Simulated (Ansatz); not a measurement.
## Worked example: correlation energy of CF2, triplet

Geometry: that of the CF2, singlet, kept fixed.

```xyz
3

C     0.0000   -0.6012    0.0000
F     0.0000    0.1901   -1.0264
F     0.0000    0.1901    1.0264
```

Basis cc-pVDZ; Ansatz 0.2.0. Correlated methods freeze the noble-gas cores, which leaves 18 electrons in 39 orbitals. Prefix R: restricted or restricted open-shell reference; prefix U: unrestricted.

Full CI isn't at hand for all of this; UCCSDT(Q) serves as the reference, and is uncertain by the last step of the cluster series or more.

UCCSD has a T1 diagnostic of 0.018 and a largest doubles amplitude of 0.02.

Runs differ by some tens of microhartree through their thresholds and, for an open shell, their frozen cores, so steps under 0.03 kcal/mol mean nothing.

| level | total energy (hartree) |
| --- | --- |
| UHF | -236.610935 |
| UMP2 | -237.059941 |
| UCCSD | -237.072647 |
| UCCSD(T) | -237.081376 |
| UCCSDT | -237.082088 |
| UCCSDT(Q) | -237.083010 |

Question: What is the correlation energy at UCCSDT(Q), and what share of it do UMP2 and UCCSDT recover?

Answer: E(corr) = -237.083010 − (-236.610935) = -0.472075 hartree = -12.846 eV. UMP2: -0.449006 / -0.472075 = 95.11 %. UCCSDT: -0.471153 / -0.472075 = 99.80 %.

Question: By how many kcal/mol does UCCSD(T) miss UCCSDT(Q) (1 hartree = 627.509 kcal/mol), and which steps make up the rest?

Answer: -237.081376 − (-237.083010) = 0.001634 hartree = 1.03 kcal/mol. Steps: UCCSDT − UCCSD(T) = -0.45, UCCSDT(Q) − UCCSDT = -0.58 kcal/mol. Differences between like states or geometries often cancel part of this.
